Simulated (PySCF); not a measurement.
C2H3, SMILES [CH]=C, multiplicity 2. Geometry optimised at PBE-D3(BJ)/def2-TZVP. The isomer is the one that the SMILES or the coordinates give; other isomers of the formula were not compared.

Computed equilibrium geometry at PBE-D3(BJ)/def2-TZVP (PySCF confirms it by a frequency run) as a Z-matrix, and its point group:
point group Cs.
```
C
C 1 1.3082
H 2 1.0871 1 138.84
H 1 1.0956 2 122.36 3 180.00
H 1 1.1015 4 115.65 2 180.00
```
Charge 0, spin multiplicity 2.
